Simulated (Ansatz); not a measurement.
**C3H4F2O: small, medium and large basis sets**

One table from this session's results is given with a row withheld; the runs are named, their logs left out.

Computed with Ansatz 0.2.0, Gaussian basis. Level: one geometry, several basis sets.

Levels to be run: PBE0-D4/def2-SVP; ωB97M-V/def2-SVP; PBE0-D4/def2-QZVPP; ωB97M-V/def2-QZVPP; the functionals' def2-TZVPP values are taken from earlier runs.

## Structure used throughout

All runs share one geometry, relaxed beforehand with PBE0-D4 in a triple-zeta def2 set.

SMILES `CC(=O)C(F)F`, 10 atoms, charge 0, spin multiplicity 1.

Atoms are counted from 1 here; the program's logs count them from 0.

Bond lengths: C1–C2 1.494 Å, C1–H7 1.088 Å, C1–H8 1.093 Å, C1–H9 1.093 Å, C2–O3 1.201 Å, C2–C4 1.534 Å, C4–F5 1.355 Å, C4–F6 1.355 Å, C4–H10 1.093 Å. Angles: C2–C1–H7 109.9°, C2–C1–H8 109.7°, C2–C1–H9 109.7°, H7–C1–H8 110.3°, H7–C1–H9 110.3°, H8–C1–H9 106.8°, C1–C2–O3 125.0°, C1–C2–C4 116.3°, O3–C2–C4 118.6°, C2–C4–F5 109.4°, C2–C4–F6 109.5°, C2–C4–H10 111.3°, F5–C4–F6 107.6°, F5–C4–H10 109.4°, F6–C4–H10 109.4°.

Set-up of the first run:

in.yaml

```yaml
crystal:
  periodic: [false, false, false]
  atoms:
    - {symbol: C, position_ang: [-0.457234, -0.962124, 0.743163]}
    - {symbol: C, position_ang: [0.634513, -0.260843, 0.002223]}
    - {symbol: O, position_ang: [1.775224, -0.632332, -0.059692]}
    - {symbol: C, position_ang: [0.241230, 1.029360, -0.729357]}
    - {symbol: F, position_ang: [-0.719902, 0.752673, -1.643550]}
    - {symbol: F, position_ang: [-0.277567, 1.912637, 0.157319]}
    - {symbol: H, position_ang: [-0.065060, -1.859249, 1.217049]}
    - {symbol: H, position_ang: [-1.265075, -1.219577, 0.053220]}
    - {symbol: H, position_ang: [-0.883849, -0.291783, 1.493753]}
    - {symbol: H, position_ang: [1.100921, 1.480037, -1.231029]}
basis:
  gaussian: {orbitals: def2-SVP}
hamiltonian: {xc: pbe0, dispersion: d4}
output: {orbitals: {seedname: orbitals}}
```

Run with:

```sh
$ ansatz run in.yaml --threads 4 --pin off --events-out ev --progress --plain --max-ram 10444MiB
```

Steps of the session up to this table: PBE0-D4 in def2-SVP; ωB97M-V in def2-SVP; PBE0-D4 in def2-QZVPP; ωB97M-V in def2-QZVPP.

One of the session's tables, all rows but one given; the rest of the session is left out.

It belongs to the step «Functionals by basis». 

| functional | basis | HOMO (eV) |
| --- | --- | --- |
| PBE0-D4 | def2-SVP | -7.79 |
| PBE0-D4 | def2-TZVPP | -7.96 |
| PBE0-D4 | def2-QZVPP | ? |
| ωB97M-V | def2-SVP | -10.19 |
| ωB97M-V | def2-TZVPP | -10.38 |
| ωB97M-V | def2-QZVPP | -10.42 |

**Question.** Estimate the row for PBE0-D4, def2-QZVPP.

**Answer.** HOMO (eV): -8.00. In the column «HOMO (eV)» it lies between ωB97M-V, def2-SVP (-10.19) and PBE0-D4, def2-TZVPP (-7.96).
